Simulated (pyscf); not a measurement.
HO–Si(OH)(OH)–F (SMILES O[Si](O)(O)F) + HF (SMILES F) + HF (SMILES F) -> HO–Si(OH)(F)–F (SMILES O[Si](O)(F)F) + H₂O (SMILES O) + HF (SMILES F), a multi-bond step (singlet surface; O–Si, F–H, F–H broken, F–Si, H–O, F–H formed). PySCF, gas phase, ωB97X-D3(BJ)/def2-SVP geometries. Energies in eV from the separated reactants.

Small-basis levels: PySCF, no dispersion term, spherical d functions. 

### Question
Quick SVWN5/6-31G* single points give ΔE‡ = -2.42 eV and ΔE = -0.62 eV. What does ωB97M-D3(BJ)/def2-TZVP give, and how far is the quick result from it?

### Answer
ωB97M-D3(BJ)/def2-TZVP gives ΔE‡ = -0.24 eV and ΔE = -0.40 eV. SVWN5/6-31G* lies 2.18 eV under it in the barrier and 0.23 eV under it in the reaction energy, so on this step it does not hold to within 0.13 eV. ωB97M-D3(BJ)/def2-TZVP has limits of its own. On the reactant side the descent ends in a bound adduct (not fully relaxed), 0.96 eV under the separated species and 0.73 eV under the saddle at ωB97X-D3(BJ)/def2-TZVP. On the product side the descent ends in an adduct with a O–Si contact, 0.40 eV under the separated species and 0.55 eV under the saddle at ωB97X-D3(BJ)/def2-TZVP. At ωB97M-D3(BJ) the saddle lies under the separated reactants, which points to a path from their complex (located at ωB97X-D3(BJ) alone). What is counted as broken (O–Si) persists as a longer contact in the product adduct; parting that adduct is a step of its own. One saddle was located; it need not be the lowest between these sides.
